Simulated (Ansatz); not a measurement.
# How methods differ on CH3F (fluoromethane)

The species is CH3F (5 atoms), meant as a singlet with charge 0. As SMILES, `CF`. Geometry: optimised at B3LYP/def2-SVP.

```xyz
5

C    -0.0402    0.0261    0.0062
F     1.1016   -0.7153   -0.1698
H    -0.9275   -0.6273   -0.0576
H    -0.1095    0.8027   -0.7752
H    -0.0242    0.5138    0.9963
```

Each level gives the adiabatic electron affinity (to the doublet anion, shapes relaxed at B3LYP/def2-SVP, no zero-point term) (eV). The values are calculated.

The electron affinity is E(neutral) − E(anion): positive where the electron is bound.

```csv
level,kind,program,value (eV),less CCSD(T)/def2-TZVPP,CPU time (all runs)
HF/def2-TZVPP,Hartree–Fock,Ansatz,-4.09,-0.59,1 s
SVWN5/def2-TZVPP,LDA,Ansatz,-2.89,+0.61,1.1 s
PBE/def2-TZVPP,GGA,Ansatz,-2.98,+0.52,1.9 s
B3LYP/def2-TZVPP,global hybrid,Ansatz,-3.05,+0.45,1.7 s
wB97M-V/def2-TZVPP,range-separated hybrid,Ansatz,-3.41,+0.09,5.1 s
RPA@PBE/def2-TZVPP,RPA,Ansatz,-3.14,+0.36,5.3 s
MP2/def2-TZVPP,perturbation theory,Ansatz,-3.55,-0.05,2.1 s
CCSD(T)/def2-TZVPP,coupled cluster or CI,Ansatz,-3.50,0.00,8.9 s
```

Differences are taken from CCSD(T)/def2-TZVPP for orientation; it has basis-set and higher-order errors of its own. The values span -4.09 to -2.89 eV. Negative values mean that the anion is unbound at that level; they are set by how diffuse the basis is and aren't properties of the molecule. CPU times are rough (shared hosts, several kinds of processor): they show what a rung costs within a factor of a few.
